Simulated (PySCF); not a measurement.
## Two-photon absorption: `C[SiH2][SiH3]`, CH$_{8}$Si$_{2}$

Molfile (atoms numbered from 1):
```
CH8Si2
     RDKit          3D

 11 10  0  0  0  0  0  0  0  0999 V2000
   -1.5709    0.7055    0.0740 C   0  0  0  0  0  0  0  0  0  0  0  0
   -0.3682   -0.7612    0.2113 Si  0  0  0  0  0  4  0  0  0  0  0  0
    1.7961   -0.0883   -0.2408 Si  0  0  0  0  0  4  0  0  0  0  0  0
   -2.5944    0.4074    0.2820 H   0  0  0  0  0  0  0  0  0  0  0  0
   -1.3111    1.4939    0.7751 H   0  0  0  0  0  0  0  0  0  0  0  0
   -1.5519    1.1362   -0.9234 H   0  0  0  0  0  0  0  0  0  0  0  0
   -0.5211   -1.3245    1.5626 H   0  0  0  0  0  0  0  0  0  0  0  0
   -0.8460   -1.8026   -0.7126 H   0  0  0  0  0  0  0  0  0  0  0  0
    1.9424    0.4724   -1.5882 H   0  0  0  0  0  0  0  0  0  0  0  0
    2.2687    0.9504    0.6805 H   0  0  0  0  0  0  0  0  0  0  0  0
    2.7618   -1.1864   -0.1466 H   0  0  0  0  0  0  0  0  0  0  0  0
  1  2  1  0
  2  3  1  0
  1  4  1  0
  1  5  1  0
  1  6  1  0
  2  7  1  0
  2  8  1  0
  3  9  1  0
  3 10  1  0
  3 11  1  0
M  END
```

Method used: PySCF, TDDFT PBE0/aug-cc-pVDZ excited states, vertical, gas phase. Geometry: GFN2-xTB.

(1) How strongly do the lowest singlets absorb one photon, and two photons of half the energy?

Answers

(1) δ for parallel linear polarisation; σ at the peak of a Lorentzian of half width 0.1 eV, single beam; Ω is circular over linear.
| state | E (eV) | f | photon λ (nm) | δ (au) | σ (GM) | Ω | main |
| --- | --- | --- | --- | --- | --- | --- | --- |
| S1 | 7.04 | 0.030 | 352 | 14.2 | 0.26 | 1.41 | HOMO→LUMO 0.94 |
| S2 | 7.42 | 0.036 | 334 | 82.3 | 1.66 | 0.44 | HOMO→LUMO+1 0.86 |
| S3 | 7.46 | 0.018 | 332 | 0.11 | 0.00 | 1.41 | HOMO→LUMO+3 0.92 |
| S4 | 7.69 | 0.050 | 322 | 168 | 3.64 | 0.29 | HOMO−1→LUMO 0.50, HOMO→LUMO+2 0.32 |
| S5 | 7.78 | 0.292 | 319 | 30.5 | 0.68 | 0.99 | HOMO→LUMO+2 0.54, HOMO−1→LUMO 0.38 |

Among these, the strongest one-photon state is S5, the strongest two-photon state S4, with a dipole change of 0.3 D (relaxed, norm of the difference vector).
